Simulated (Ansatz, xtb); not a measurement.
# Redistribution: C4H9F + CH4S → C4H10S + CH3F

Species: C4H9F `CC(C)CF`, singlet; CH4S `CS`, singlet; C4H10S (isobutyl mercaptan) `CC(C)CS`, singlet; CH3F (fluoromethane) `CF`, singlet. The partners trade F for SH; both sit on C, so the bond types are kept.

Shapes, held fixed at every level: PBE0-D4/def2-TZVP. Flexible molecules stand in one conformer, not always the lowest. Programs: Ansatz 0.2.0, xtb 6.7.1. Electronic energies: no zero-point or thermal term.

```json
{"level": "GFN0-xTB", "kind": "semi-empirical", "ΔE (kJ/mol)": "-3.0", "less CCSD(T)/CBS estimate": "-14.8"}
{"level": "HF/def2-TZVPP", "kind": "Hartree–Fock", "ΔE (kJ/mol)": "+20.6", "less CCSD(T)/CBS estimate": "+8.8"}
{"level": "PBE-D4/def2-TZVPP", "kind": "GGA", "ΔE (kJ/mol)": "+14.4", "less CCSD(T)/CBS estimate": "+2.6"}
{"level": "B3LYP-D4/def2-TZVPP", "kind": "global hybrid", "ΔE (kJ/mol)": "+14.1", "less CCSD(T)/CBS estimate": "+2.3"}
{"level": "wB97M-V/def2-TZVPP", "kind": "range-separated hybrid", "ΔE (kJ/mol)": "+16.2", "less CCSD(T)/CBS estimate": "+4.4"}
{"level": "MP2/def2-TZVPP", "kind": "perturbation theory", "ΔE (kJ/mol)": "+9.3", "less CCSD(T)/CBS estimate": "-2.5"}
{"level": "CCSD(T)/def2-TZVPP", "kind": "coupled cluster or CI", "ΔE (kJ/mol)": "+13.0", "less CCSD(T)/CBS estimate": "+1.2"}
{"level": "CCSD/def2-TZVPP", "kind": "coupled cluster or CI", "ΔE (kJ/mol)": "+14.5", "less CCSD(T)/CBS estimate": "+2.7"}
{"level": "CCSD(T)/CBS estimate", "kind": "coupled cluster or CI", "ΔE (kJ/mol)": "+11.8", "less CCSD(T)/CBS estimate": "0.0"}
```

The highest level, CCSD(T)/CBS estimate, gives ΔE = +11.8 kJ/mol; the levels span -3.0 to +20.6. They disagree on the sign: 8 of 9 are positive. The column of differences is taken from that level and isn't an error. No measured value is set beside it here. The CBS estimate extrapolates MP2 from def2-TZVPP and def2-QZVPP and adds CCSD(T) − MP2 in the triple-zeta set, cores frozen.
